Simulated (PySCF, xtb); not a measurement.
**Isomers of AlH4NS in order of energy**

4 gas-phase structures of AlH4NS, found in a search over its isomers (lower ones may exist). Each was relaxed with GFN2-xTB; where two conformers were screened, the lower at r2SCAN-D4/def2-SVP is listed:

A. a singlet given by its coordinates
B. `[NH]1[AlH2-][SH+]1`, a singlet
C. `[NH2+]1[AlH2-][S]1`, a singlet
D. `[NH2][AlH][SH]`, a singlet

A (Å):

```yaml
atoms:
  - { symbol: Al, position_ang: [-0.5009, 0.7907, -0.6576] }
  - { symbol: N, position_ang: [-0.2375, 0.2683, 1.4175] }
  - { symbol: S, position_ang: [-1.1899, -0.8703, -1.6652] }
  - { symbol: H, position_ang: [0.3432, -0.5685, 1.4029] }
  - { symbol: H, position_ang: [0.1481, 0.9172, 2.1011] }
  - { symbol: H, position_ang: [-0.0250, 2.2344, -0.3626] }
  - { symbol: H, position_ang: [-1.1557, -0.0315, 1.7415] }
```

Close contacts (Å): Al1–N2 2.16, Al1–S3 2.06, Al1–H6 1.55, N2–H4 1.02, N2–H5 1.02, N2–H7 1.02.

**Question.** Estimate their order in r2SCAN-D4/def2-SVP energy at these geometries, lowest first.

**Answer.** Calculated order at r2SCAN-D4/def2-SVP: D (0.0), A (14.9), C (37.4), B (58.4) kcal/mol.

Energies above the lowest of each column, in kcal/mol; the last columns are at B3LYP-D4/def2-SVP geometries and were run for some of them only (a dash: not run or not comparable):

```tsv
structure	GFN2-xTB	HF/STO-3G	r2SCAN-D4/def2-SVP	B3LYP-D4/def2-SVP	CCSD(T)/def2-SVP + ΔMP2/def2-TZVPP
D	0.0	0.0	0.0	0.0	0.0
A	18.1	64.5	14.9	13.5	16.1
C	23.4	23.4	37.4	–	–
B	28.7	52.3	58.4	–	–
```

Every level run on D puts it lowest or level with the lowest. Flexible structures stand in one conformer each, not always the lowest. Frequencies (GFN2-xTB) were run for A, D alone. ΔMP2 is the change of the MP2 energy from the smaller to the larger basis.

Over these structures GFN2-xTB departs from r2SCAN-D4/def2-SVP by 11.8 kcal/mol on average once a common shift is removed. A GFN2-xTB relaxation took about 0.12 s and the r2SCAN-D4/def2-SVP energy about 8.6 s on a shared host (PySCF 2.14.0, xtb 6.7.1).
